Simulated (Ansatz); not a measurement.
Reaction (substitution at a C–F bond): `CC(=S)CF` + HCl → `CC(=S)CCl` + H–F

Gas-phase electronic energies from Ansatz, PBE0-D4/def2-TZVP geometries. CCSD(T)/CBS is the MP2 limit (def2-TZVPP, def2-QZVPP) plus CCSD(T) − MP2 in def2-TZVPP, frozen cores. This one scheme is used for every species. Functionals use def2-TZVPP. One conformer a species, not always the lowest.

(1) Is it downhill or uphill in electronic energy at CCSD(T)/CBS, and by how much? (Best estimate.)

(2) What do these levels give: r2SCAN-D4, BHLYP, CAM-B3LYP, HF/def2-TZVPP, MP2/def2-QZVPP, CCSD/CBS(def2)? (An estimate is asked.)

(3) What do rigid-rotor, harmonic-oscillator terms from PBE0-D4/def2-TZVP frequencies (298.15 K, 1 bar) make of the CCSD(T)/CBS value? (Estimate.)

Largest T1 diagnostic among the species: 0.015.

Answers

(1) Computed: Downhill: ΔE = -6.1 kcal/mol.

(2) Computed: r2SCAN-D4 -2.6, BHLYP -1.3, CAM-B3LYP -0.8, HF/def2-TZVPP 0.3, MP2/def2-QZVPP -8.4, CCSD/CBS(def2) -5.3 kcal/mol.

(3) Computed: ΔZPE = +0.8 kcal/mol, ΔH = -5.1 kcal/mol, ΔS = -8 J/(mol·K), ΔG = -4.6 kcal/mol. Modes under 50 cm⁻¹ make the entropy rough.

At CCSD(T), def2-SVP lies +6.0 kcal/mol from the extrapolated value and def2-TZVPP +1.5 kcal/mol. Leaving LDA and LC-ωPBE aside and taking each functional with its dispersion term where it has one, the values, not all of them listed here, spread over 3.8 kcal/mol, from revPBE-D4 to B97M-V.
